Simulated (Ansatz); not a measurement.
Write a Python script for the Ansatz DFT code, driven from Python that makes a ladder of methods at one geometry of C3H6N2, SMILES CC1=NCN1. Settings (for the species named): B3LYP, cc-pVDZ basis, multiplicity 1. The script varies functional: b3lyp, pbe0, lda, pbe, lc_wpbe, r2scan0.

```xyz
11

C    -1.6509   -0.3551   -0.0689
C    -0.2593   -0.1419    0.1152
N     0.4552   -0.1410    1.1488
C     1.7212    0.1421    0.3406
N     0.7632    0.0617   -0.7777
H    -2.2351   -0.0369    0.8351
H    -2.0146    0.3344   -0.8920
H    -1.8687   -1.3351   -0.3434
H     2.0991    1.1331    0.5402
H     2.4025   -0.6585    0.3647
H     0.6528    0.9403   -1.2420
```

Script `c3h6n2_methods.py`:
```python
'''One geometry of C3H6N2, method by method.'''

from pathlib import Path

import ansatz as az
import numpy as np

SETTINGS = {
    'basis': 'cc-pVDZ',
}

GEOMETRY = '''
C    -1.65090   -0.35510   -0.06890
C    -0.25930   -0.14190    0.11520
N     0.45520   -0.14100    1.14880
C     1.72120    0.14210    0.34060
N     0.76320    0.06170   -0.77770
H    -2.23510   -0.03690    0.83510
H    -2.01460    0.33440   -0.89200
H    -1.86870   -1.33510   -0.34340
H     2.09910    1.13310    0.54020
H     2.40250   -0.65850    0.36470
H     0.65280    0.94030   -1.24200
'''


def main() -> None:
    molecule = az.Crystal.molecule()
    for line in GEOMETRY.strip().splitlines():
        symbol, *xyz = line.split()
        molecule = molecule.atom(symbol, [float(v) for v in xyz])

    model = molecule.calculation().basis(gaussian=SETTINGS['basis'])

    print('functional    E (Ha)        dipole (D)   HOMO (eV)  LUMO (eV)')
    for name in ['b3lyp', 'pbe0', 'lda', 'pbe', 'lc_wpbe', 'r2scan0']:
        r = model.functional(name).forces().orbitals().run(runs_dir='runs').report
        lines = Path(r['orbitals_path']).read_text().splitlines()
        field_of = lambda key: [line.split('=')[1].strip() for line in lines if line.startswith(key)]
        orbitals = [(27.211386 * float(e), s, float(n)) for e, s, n in zip(field_of('Ene='), field_of('Spin='), field_of('Occup='))]
        homo = max(e for e, _, n in orbitals if n > 0.5)
        lumo = min(e for e, _, n in orbitals if n < 0.5)
        dipole = 4.803205 * np.linalg.norm(r['charge_distribution']['dipole_moment_e_ang'])
        print(f'{name:10s} {r["free_energy_ev"] / 27.211386246:14.6f} {dipole:9.3f} {homo:11.3f} {lumo:10.3f}')


if __name__ == '__main__':
    main()
```

```console
$ python c3h6n2_methods.py
functional    E (Ha)        dipole (D)   HOMO (eV)  LUMO (eV)
b3lyp         -227.360848     2.207      -5.644      0.834
pbe0          -227.102106     2.260      -5.920      1.062
lda           -225.369381     2.280      -4.499     -0.123
pbe           -227.077623     2.201      -4.380      0.029
lc_wpbe       -227.220784     2.300      -8.789      3.467
r2scan0       -227.208503     2.297      -6.115      1.190
```

Reading the output:
- Total energies depend on the basis set; only differences at equal settings carry meaning.
- The geometry is a force-field or estimated start, not a minimum of this method, and the basis set is short of its limit. A lower total doesn't mark the better method: functionals have no common bound, and MP2 and coupled cluster aren't variational.
- b3lyp holds the VWN-RPA fit, as in Gaussian; the form of ORCA and Turbomole is b3lyp5.
- Levels such as HOMO and LUMO are orbital energies: with these approximate functionals they aren't the ionisation energy and electron affinity, and their gap isn't the fundamental gap.
- Finished in 29 s on 1 thread of Arm Neoverse V1, on a shared host, peak memory 0.27 GiB.

(Lines on the test bed's own set-up are left out of the output.)
